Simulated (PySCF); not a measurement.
# SF₃−, a complex of two parts as drawn: interaction energy

An exercise on one series of results from a longer session: the logs are not shown, and one member is left open.

Computed with PySCF 2.14.0; each step states its level. No surroundings beyond the atoms listed, unless a continuum is named. Atoms count from 0, parts from 1.

### The system as given

4 atoms, charge -1, multiplicity 1; geometry: GFN2-xTB. Parts: 1 = atoms 0–2, `FSF`, charge 0; 2 = atom 3, `[F-]`, charge -1.

The first run:

The job: settings as JSON, then the geometry in Å.

```
{"job": {"xc": "PBE0", "basis": "def2-TZVPD", "d3": "d3bj", "grid": 3, "kind": "geom", "shake": 0.01}, "charge": -1, "multiplicity": 1, "parts": [{"atoms": "0-2", "charge": 0, "multiplicity": 1}, {"atoms": "3-3", "charge": -1, "multiplicity": 1}]}
F     -1.086322    -0.294389     0.038953
S      0.157249     1.020405    -0.151635
F      1.279780    -0.194420    -0.035201
F      1.590735     2.187346    -0.324983
```

Command:

```
> OMP_NUM_THREADS=1 python cluster_run.py task.json out
```

This one command runs all jobs of the session in turn.

Steps of the session up to this table: Optimising the geometry at PBE0-D3(BJ)/def2-TZVPD; Coupled-cluster interaction energy: CCSD(T) and MP2, 1.80 Å; Coupled-cluster interaction energy: CCSD(T) and MP2, 1.90 Å; Coupled-cluster interaction energy: CCSD(T) and MP2, 1.99 Å; Coupled-cluster interaction energy: CCSD(T) and MP2, 1.72 Å; Coupled-cluster interaction energy: CCSD(T) and MP2, 2.26 Å; Coupled-cluster interaction energy: CCSD(T) and MP2, 1.62 Å; Coupled-cluster interaction energy: CCSD(T) and MP2, 2.71 Å; Coupled-cluster interaction energy: CCSD(T) and MP2, 3.61 Å.

One of the session's tables, all rows but one given; the rest of the session is left out.

It belongs to the step «Coupled-cluster interaction energy: CCSD(T) and MP2, 3.61 Å». 

| method | interaction energy (kcal/mol) |
| --- | --- |
| HF/aug-cc-pVDZ | -14.91 |
| MP2/aug-cc-pVDZ | ? |
| CCSD/aug-cc-pVDZ | -14.05 |
| CCSD(T)/aug-cc-pVDZ | -14.03 |
| HF/aug-cc-pVQZ | -14.90 |
| MP2/aug-cc-pVQZ | -14.03 |
| SCS-MP2/aug-cc-pVQZ | -13.88 |
| MP2, extrapolated | -14.07 |
| CCSD(T), limit estimate | -14.13 |

Estimate the missing values for MP2/aug-cc-pVDZ.

**Answer.** interaction energy (kcal/mol): -13.97. In the column «interaction energy (kcal/mol)» it lies between MP2/aug-cc-pVQZ (-14.03) and SCS-MP2/aug-cc-pVQZ (-13.88).

A test (T1, the size of the triples or of CCSD(T) less MP2, charge moved between the parts) flags this point.

Caveats from the session: A test (T1 over 0.02, large triples or CCSD(T) less MP2, charge moved between the parts) flags the points at 2.26, 2.71, 3.61 Å, so these are not to be taken as benchmarks. The test has hard marks: at 1.62, 1.72, 1.80, 1.90, 1.99 Å, CCSD(T) and MP2 differ by as much as at a flagged point, though the run passes.
